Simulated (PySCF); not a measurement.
Species: C₅H₇ (charge +1).
SMILES with atom numbers: `[CH:1]#[C:2][C+:3]([CH3:4])[CH3:5]` (hydrogens: H6 on C1; H7, H8, H9 on C4; H10, H11, H12 on C5)

Level of theory: PySCF, PBE0-D3(BJ)/def2-SVP geometry optimisation, gas phase.

(1) What internal coordinates does the optimisation give?

Results:

(1) 
| bond | length (Å) |
| --- | --- |
| C1≡C2 | 1.222 |
| C2–C3 | 1.387 |
| C3–C4, C3–C5 | 1.464 |
| C1–H6 | 1.083 |
| C4–H7 and 3 like bonds | 1.099 |
| C4–H8, C5–H10 | 1.114 |

Bonds in one row agree within 0.01 Å and their mean is given. A selection of angles:
| angle | degrees |
| --- | --- |
| C2–C1–H6 | 179.9 |
| C1–C2–C3 | 179.8 |
| C2–C3–C4 | 119.6 |
| C4–C3–C5 | 120.9 |
| C3–C4–H7 | 113.8 |
| C3–C4–H8 | 104.8 |
| C3–C4–H9 | 112.0 |
| H7–C4–H8 | 107.0 |
| H7–C4–H9 | 112.9 |
| H8–C4–H9 | 105.5 |

The 4 C–C bonds span 1.222 Å (C1≡C2, drawn triple) to 1.464 Å (C3–C5, drawn single), a spread of 0.242 Å. The 5 heavy atoms lie in one plane (0.000 Å rms). C3 (carbon bonded to 3 C) is planar (angles 120.9°, 119.6° and 119.6°, sum 360.0°, 0.00 Å off the plane of its three neighbours).

Point group: C2 (tolerance 0.08 Å). Whether it is a minimum is left open (no frequencies).

On x86-64 server, one thread, on a shared host, this took 36 s of wall time. These figures are those of the optimisation.
